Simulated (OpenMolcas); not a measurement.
# One shape, several levels: SCl2O2 (sulfuryl chloride)

Wanted: a comparison of 6 runs (HF/3-21G, BLYP/cc-pVDZ, M06-2X/cc-pVDZ, M06-L/cc-pVDZ, B3LYP/6-31G*, CCSD(T)/cc-pVDZ) of SCl2O2 (sulfuryl chloride). 

The calculation is run with OpenMolcas 26.06.

### Step 1. The molecule

SCl2O2: 5 atoms, total charge 0, spin state singlet. As SMILES, `O=S(=O)(Cl)Cl`. The coordinates come from a PBE0-D4/def2-TZVP relaxation.

Bond lengths: O1–S2 1.415 Å, S2–O3 1.416 Å, S2–Cl4 2.013 Å, S2–Cl5 2.013 Å. Angles: O1–S2–O3 123.0°, O1–S2–Cl4 107.8°, O1–S2–Cl5 107.8°, O3–S2–Cl4 107.8°, O3–S2–Cl5 107.8°, Cl4–S2–Cl5 100.5°.

### Step 2. Energy and gradient at HF/3-21G (run 1)

File run.input:

```
>>> EXPORT MOLCAS_PRINT=2

&GATEWAY
 BASLIB=$CurrDir
 COORD
 5
 angstrom
 O        0.866100       0.300300      -1.246600
 S       -0.068500       0.126800      -0.197800
 O       -1.381700       0.653700      -0.241000
 Cl      -0.209600      -1.845200       0.179900
 Cl       0.793700       0.764400       1.505600
 BASIS=3-21G
 GROUP=NoSym

&SEWARD

&SCF
 THRESHOLDS=1e-10 1e-07 1e-07 1e-05
 PRORBITALS=0

&ALASKA
```

The basis set 3-21G is read from a file made from the Basis Set Exchange's data (not shown).

The run is started by

```bash
$ export MOLCAS_MEM=1860
$ pymolcas run.input > run.log
```

Standard output:

```text
--- Start Module: gateway ---
[...]
--- Stop Module: gateway /rc=_RC_ALL_IS_WELL_ ---
[...]
      Basis functions           57
[...]
--- Start Module: scf ---
[...]
       Convergence after  15 Iterations
[...]
::    Total SCF energy                              -1458.6825625845
[...]
      Total spin, S                                     0.0000000000
[...]
      Total electronic charge=   66.000000
      Total            charge=   -0.000000
[...]
      Dipole Moment (debye):
      Origin of the operator (angstrom)=    0.0746   -0.1380    0.2153
                   X=  4.6467E-01               Y= -8.5951E-01               Z=  1.3391E+00           Total=  1.6577E+00
      Quadrupole Moment (debye*angstrom):
[...]
--- Stop Module: scf /rc=_RC_ALL_IS_WELL_ ---
[...]
--- Start Module: alaska ---
[...]
 *              Molecular gradients               *
 **************************************************
  Irreducible representation: a
 ------------------------------------------------------------------------------------------
                              X                       Y                       Z
 ------------------------------------------------------------------------------------------
  O1               -1.20554331914356E-01   -2.25675430092456E-02    1.35664035367093E-01
  S2               -1.69145419298193E-02    3.16714592457186E-02   -4.95716871456970E-02
  O3                1.69333820176195E-01   -6.80752707790298E-02    5.84871438742218E-03
  CL4               6.78817089049444E-03    8.85832845837839E-02   -1.59521994817613E-02
  CL5              -3.86531172224522E-02   -2.96119300412112E-02   -7.59888631270584E-02
 ------------------------------------------------------------------------------------------
--- Stop Module: alaska /rc=_RC_ALL_IS_WELL_ ---
[...]
```

Wall time 3.6 s (1 thread of Arm Neoverse V1, shared host); peak memory 0.39 GiB.

### Step 3. Energy and gradient at BLYP/cc-pVDZ (run 2)

File struct.xyz:

```xyz
5

O      0.866100     0.300300    -1.246600
S     -0.068500     0.126800    -0.197800
O     -1.381700     0.653700    -0.241000
Cl    -0.209600    -1.845200     0.179900
Cl     0.793700     0.764400     1.505600
```

File calc.input:

```
&GATEWAY
 BasLib = $CurrDir
 Coord = struct.xyz
 Basis = cc-pVDZ
 Group = NoSym

&SEWARD
 GridInput
 Grid=UltraFine
 End of Grid

&SCF
 KSDFT = BLYP
 Thresholds = 1e-10 1e-07 1e-07 1e-05
 PrOrbitals = 1 2

&ALASKA
```

The basis set cc-pVDZ is read from a file made from the Basis Set Exchange's data (not shown).

The run is started by

```bash
$ export MOLCAS_MEM=1860
$ pymolcas calc.input > calc.log
```

Standard output:

```text
--- Start Module: gateway ---
[...]
--- Stop Module: gateway /rc=_RC_ALL_IS_WELL_ ---
[...]
      Basis functions           82
[...]
--- Start Module: scf ---
[...]
       Convergence after  16 Iterations
[...]
::    Total KS-DFT energy                           -1468.9381449653
[...]
      Total spin, S                                     0.0000000000
[...]
      Total electronic charge=   66.000000
      Total            charge=   -0.000000
[...]
      Dipole Moment (debye):
      Origin of the operator (angstrom)=    0.0746   -0.1380    0.2153
                   X=  3.4555E-01               Y= -6.3891E-01               Z=  9.9524E-01           Total=  1.2321E+00
      Quadrupole Moment (debye*angstrom):
[...]
--- Stop Module: scf /rc=_RC_ALL_IS_WELL_ ---
[...]
--- Start Module: alaska ---
[...]
 *              Molecular gradients               *
 **************************************************
  Irreducible representation: a
 ------------------------------------------------------------------------------------------
                              X                       Y                       Z
 ------------------------------------------------------------------------------------------
  O1               -6.08897654315363E-02   -1.06086711813846E-02    6.69714957182386E-02
  S2               -8.11962998826543E-03    1.53343124919498E-02   -2.40730521813272E-02
  O3                8.45133776770197E-02   -3.34144858748040E-02    1.82196363372400E-03
  CL4               3.29168513738454E-03    4.30680443869136E-02   -7.77030435301773E-03
  CL5              -1.87956673947376E-02   -1.43791998227432E-02   -3.69501028174781E-02
 ------------------------------------------------------------------------------------------
--- Stop Module: alaska /rc=_RC_ALL_IS_WELL_ ---
[...]
```

Run time: 29 s. Hardware: 1 thread of Arm Neoverse V1, shared host; peak memory 0.46 GiB.

Run 3 isn't shown in full; the table further down has it.

### Step 4. Energy and forces at M06-L/cc-pVDZ (run 4)

File test.input:

```
&GATEWAY
 BasLib = $CurrDir
 Coord
 5
 angstrom
 O        0.866100       0.300300      -1.246600
 S       -0.068500       0.126800      -0.197800
 O       -1.381700       0.653700      -0.241000
 Cl      -0.209600      -1.845200       0.179900
 Cl       0.793700       0.764400       1.505600
 Basis = cc-pVDZ
 Group = NoSym

&SEWARD
 GridInput
 Grid=UltraFine
 End of Grid

&SCF
 KSDFT = M06L
 Thresholds = 1e-10 1e-07 1e-07 1e-05
 PrOrbitals = 1 2

&ALASKA
```

The basis set cc-pVDZ is read from a file made from the Basis Set Exchange's data (not shown).

The run is started by

```bash
$ export MOLCAS_MEM=1860
$ pymolcas test.input > test.log
```

Standard output:

```text
--- Start Module: gateway ---
[...]
--- Stop Module: gateway /rc=_RC_ALL_IS_WELL_ ---
[...]
      Basis functions           82
[...]
--- Start Module: scf ---
[...]
       Convergence after  15 Iterations
[...]
::    Total KS-DFT energy                           -1468.9546083151
[...]
      Total spin, S                                     0.0000000000
[...]
      Total electronic charge=   66.000000
      Total            charge=   -0.000000
[...]
      Dipole Moment (debye):
      Origin of the operator (angstrom)=    0.0746   -0.1380    0.2153
                   X=  3.2996E-01               Y= -6.1001E-01               Z=  9.5010E-01           Total=  1.1763E+00
      Quadrupole Moment (debye*angstrom):
[...]
--- Stop Module: scf /rc=_RC_ALL_IS_WELL_ ---
[...]
--- Start Module: alaska ---
[...]
 *              Molecular gradients               *
 **************************************************
  Irreducible representation: a
 ------------------------------------------------------------------------------------------
                              X                       Y                       Z
 ------------------------------------------------------------------------------------------
  O1               -3.99163890786554E-02   -5.52452105649071E-03    4.10923337537774E-02
  S2               -5.94832712704674E-03    1.13251731372289E-02   -1.78274965817774E-02
  O3                5.36359926821177E-02   -2.01781217929557E-02   -8.61488567991842E-04
  CL4               1.23469401395448E-03    2.05049710961660E-02   -4.43814272288190E-03
  CL5              -9.00597049030516E-03   -6.12750138386353E-03   -1.79652058810795E-02
 ------------------------------------------------------------------------------------------
--- Stop Module: alaska /rc=_RC_ALL_IS_WELL_ ---
[...]
```

It took 37 s on 1 thread of Arm Neoverse V1, shared host; peak memory 0.46 GiB.

Run 5 isn't shown in full; the table further down has it.

### Step 5. A single-point energy at CCSD(T)/cc-pVDZ (run 6)

File mol.xyz:

```xyz
5

O      0.866100     0.300300    -1.246600
S     -0.068500     0.126800    -0.197800
O     -1.381700     0.653700    -0.241000
Cl    -0.209600    -1.845200     0.179900
Cl     0.793700     0.764400     1.505600
```

File test.input:

```
>>> EXPORT MOLCAS_PRINT=2

&GATEWAY
 BASLIB=$CurrDir
 COORD=mol.xyz
 BASIS=cc-pVDZ
 GROUP=NoSym

&SEWARD

&SCF
 THRESHOLDS=1e-10 1e-07 1e-07 1e-05
 PRORBITALS=0

&RASSCF
 FILEORB=$Project.ScfOrb
 SPIN=1
 NACTEL=0 0 0
 INACTIVE=33
 RAS2=0
 OUTORBITALS=Canonical
 ORBLISTING=Nothing

&MOTRA
 JOBIPH
 FROZEN=17

&CCSDT
 CCT
 TRIPLES=2
 ITERATIONS=80
 ACCURACY=1e-08
 EXTRAPOLATION=5 4
```

The basis set cc-pVDZ is read from a file made from the Basis Set Exchange's data (not shown).

The run is started by

```bash
$ export MOLCAS_MEM=1860
$ pymolcas test.input > test.log
```

Standard output:

```text
--- Start Module: gateway ---
[...]
--- Stop Module: gateway /rc=_RC_ALL_IS_WELL_ ---
[...]
      Basis functions           82
[...]
       Convergence after  14 Iterations
[...]
::    Total SCF energy                              -1466.1391406476
[...]
      Total spin, S                                     0.0000000000
[...]
      Number of active orbitals                  0
[...]
      Spin quantum number                      0.0
[...]
      Active orbitals                            0
[...]
      Number of CSFs                             1
[...]
      Number of root(s) required                 1
[...]
      Convergence after  4 iterations
[...]
      Natural orbitals and occupation numbers for root  1
      ************************************************************************************************************************
      *                                                    Final results                                                     *
      ************************************************************************************************************************
[...]
::    RASSCF root number  1 Total energy:  -1466.13914065
[...]
      Total electronic charge=   66.000000
      Total            charge=   -0.000000
[...]
      Dipole Moment (debye):
      Origin of the operator (angstrom)=    0.0746   -0.1380    0.2153
                   X=  5.8800E-01               Y= -1.0873E+00               Z=  1.6942E+00           Total=  2.0972E+00
      Quadrupole Moment (debye*angstrom):
[...]
--- Start Module: motra ---
[...]
      *** WARNING: Default frozen orbitals is overwritten by user input.
      *** Default values:  17
[...]
--- Stop Module: motra /rc=_RC_ALL_IS_WELL_ ---
--- Start Module: ccsdt ---
[...]
      Convergence after                    17  Iterations
      Total energy (diff) :   -1466.94664030      -0.00000000
[...]
 METHOD                       : CCSD+T(CCSD)+<T3(1)WT1> = CCSD(T)
[...]
       CCSD     =     -1466.9466403004376
[...]
--- Stop Module: ccsdt /rc=_RC_ALL_IS_WELL_ ---
[...]
```

Wall time 62 s (1 thread of Arm Neoverse V1, shared host); peak memory 0.46 GiB.

### Step 6. The series

```tsv
run	level	integration grid	Cartesian functions	energy (Eh)	dipole moment (D) of the reference	HOMO energy (eV)	LUMO energy (eV)	wall time
1	HF/3-21G	–	no	-1458.682563	1.66	-13.79	-0.55	3.6 s
2	BLYP/cc-pVDZ	UltraFine	no	-1468.938145	1.23	-7.81	-3.56	29 s
3	M06-2X/cc-pVDZ	UltraFine	no	-1468.847273	1.59	-11.20	-1.90	41 s
4	M06-L/cc-pVDZ	UltraFine	no	-1468.954608	1.18	-8.60	-3.74	37 s
5	B3LYP/6-31G* (Cartesian functions)	UltraFine	yes	-1468.936509	1.48	-9.53	-3.32	29 s
6	CCSD(T)/cc-pVDZ	–	no	-1466.972763	2.10	-13.64	0.95	62 s
```

### Step 7. Summary of results

| quantity | value |
| --- | --- |
| run 6: total energy | -1466.97276 Eh |
| run 6: dipole moment (mean-field density) | 2.10 D |
| run 6: HOMO energy (Hartree–Fock orbitals) | -13.64 eV |
| run 6: LUMO energy (Hartree–Fock orbitals) | 0.95 eV |
| run 6: HOMO–LUMO gap (Hartree–Fock orbitals) | 14.59 eV |
| run 6: correlation energy (17 core orbitals frozen) | -833.6 mEh |
| run 6: (T) correction | -26.12 mEh |

Over runs 1, 2, 3, 4, 5 the dipole moment (its size) runs from 1.18 D (M06-L/cc-pVDZ) to 1.66 D (HF/3-21G). The two ends differ in method and basis. Over runs 1, 2, 3, 4, 5 the HOMO–LUMO gap runs from 4.25 eV (BLYP/cc-pVDZ) to 13.24 eV (HF/3-21G). Totals of different functionals can't be ranked against each other. All runs together took 3.3 min, the longest 62 s.
